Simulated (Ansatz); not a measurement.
**Nickel, fcc under r²SCAN: how the k-point mesh moves the result**

How fine must the k-point mesh be for energy and pressure and moments to settle? The geometry was relaxed under r²SCAN beforehand and stays fixed; 8 values are run, from 2×2×2 to 22×22×22. Wanted are the values from which on the energy stays within 10 and 1 meV/atom, and the pressure within 0.5 GPa, of the last run. Within the series other settings stay, but some runs also write fields, which adds to their time. The moments start as that relaxation left them.

Method: DFT r²SCAN, plane waves with PAW, scalar-relativistic, in Ansatz 0.2.0.

### Step 1. Starting point

It takes space group Fm-3m (No. 225, cubic). The conventional cell has a = 3.476 Å, b = 3.476 Å, c = 3.476 Å, α = 90.00°, β = 90.00°, γ = 90.00°. Around Ni (site symmetry m-3m) lie 12 Ni at 2.46 Å.

Structure file:

```
CELL_PARAMETERS angstrom
0.00000 1.73807 1.73807
1.73807 0.00000 1.73807
1.73807 1.73807 0.00000
ATOMIC_POSITIONS crystal
Ni 0.00000 0.00000 0.00000
```

The atoms start with moments of +0.81 μB.

### Step 2. k-mesh 2×2×2

The run at 2×2×2.

The input, input.yaml:

```yaml
crystal:
  lattice:
    - [0.0, 1.7380692641, 1.7380692641]
    - [1.7380692641, 0.0, 1.7380692641]
    - [1.7380692641, 1.7380692641, 0.0]
  atoms:
    - { symbol: Ni, position: [0.0, 0.0, 0.0], spin: 0.807 }
hamiltonian:
  xc: r2scan
  pseudopotentials:
    kind: paw
    azcp:
      Ni: "pseudopotentials/Ni.paw.azcp"
basis:
  ecutwfc: 500
  fft_grid_basis: typed
kpoints:
  mp_grid: { grid: [2, 2, 2], shift: [0, 0, 0] }
magnetization:
  spin_polarized: true
scf:
  occupations: { method: fermi_dirac, width: 0.05 }
  lower_state_search: "off"
output:
  stress: true
```

On the command line:

```
$ ansatz run input.yaml --threads 2 --pin off --max-ram 5120MiB --backend cpu --events-out ev --progress --plain --runs-dir out
```

### Step 3. k-mesh 4×4×4

The run at 4×4×4.

input.yaml, as its differences from that of step 2:

```diff
@@ -17,3 +17,3 @@
 kpoints:
-  mp_grid: { grid: [2, 2, 2], shift: [0, 0, 0] }
+  mp_grid: { grid: [4, 4, 4], shift: [0, 0, 0] }
 magnetization:
@@ -25 +25,5 @@
   stress: true
+  write_density: true
+  write_potential: true
+  elf: true
+  volumetric_format: npy
```

### Step 4. k-mesh 5×5×5

The run at 5×5×5.

input.yaml, as its differences from that of step 3:

```diff
@@ -17,3 +17,3 @@
 kpoints:
-  mp_grid: { grid: [4, 4, 4], shift: [0, 0, 0] }
+  mp_grid: { grid: [5, 5, 5], shift: [0, 0, 0] }
 magnetization:
@@ -25,5 +25 @@
   stress: true
-  write_density: true
-  write_potential: true
-  elf: true
-  volumetric_format: npy
```

### Step 5. k-mesh 7×7×7

The run at 7×7×7.

input.yaml, as its differences from that of step 4:

```diff
@@ -17,3 +17,3 @@
 kpoints:
-  mp_grid: { grid: [5, 5, 5], shift: [0, 0, 0] }
+  mp_grid: { grid: [7, 7, 7], shift: [0, 0, 0] }
 magnetization:
```

### Step 6. k-mesh 9×9×9

The run at 9×9×9.

input.yaml, as its differences from that of step 5:

```diff
@@ -17,3 +17,3 @@
 kpoints:
-  mp_grid: { grid: [7, 7, 7], shift: [0, 0, 0] }
+  mp_grid: { grid: [9, 9, 9], shift: [0, 0, 0] }
 magnetization:
```

### Step 7. k-mesh 12×12×12

The run at 12×12×12.

input.yaml, as its differences from that of step 6:

```diff
@@ -17,3 +17,3 @@
 kpoints:
-  mp_grid: { grid: [9, 9, 9], shift: [0, 0, 0] }
+  mp_grid: { grid: [12, 12, 12], shift: [0, 0, 0] }
 magnetization:
```

### Step 8. k-mesh 16×16×16

The run at 16×16×16.

input.yaml, as its differences from that of step 7:

```diff
@@ -17,3 +17,3 @@
 kpoints:
-  mp_grid: { grid: [12, 12, 12], shift: [0, 0, 0] }
+  mp_grid: { grid: [16, 16, 16], shift: [0, 0, 0] }
 magnetization:
```

### Step 9. k-mesh 22×22×22

The run at 22×22×22.

input.yaml, as its differences from that of step 8:

```diff
@@ -17,3 +17,3 @@
 kpoints:
-  mp_grid: { grid: [16, 16, 16], shift: [0, 0, 0] }
+  mp_grid: { grid: [22, 22, 22], shift: [0, 0, 0] }
 magnetization:
```

(Steps that only read results are left out.)

Q: Predict the outcome of this session. Wanted: pressure at 22×22×22.

As calculated:

```
                                           quantity                        value
      E(σ → 0) stays within 10 meV/atom of 22×22×22                from 9×9×9 on
                   E(σ → 0) stays within 1 meV/atom             from 16×16×16 on
                      pressure stays within 0.5 GPa                from 9×9×9 on
                               pressure at 22×22×22                     0.40 GPa
                    CPU time, dearest over cheapest                           13
energy of a separate run on a finer mesh (25×25×25)  -0.8 meV/atom from 22×22×22
```

What this shows: At 2×2×2 the energy differs by +2178 meV/atom and the pressure by +33.8 GPa. The error changes sign along the series: k-point sums are not variational. From 16×16×16 on, the energy holds to 1 meV/atom. Metals converge slowly, as the Fermi surface must be resolved. The largest moment goes from 0.81 μB at 22×22×22 to 1.30 μB at 2×2×2. The yardstick itself is unsettled by 0.8 meV/atom against the finer mesh, so the thresholds above hold only within this series. The cell taken over is 4 % smaller than the measured one (10.94 Å³/atom, COD).
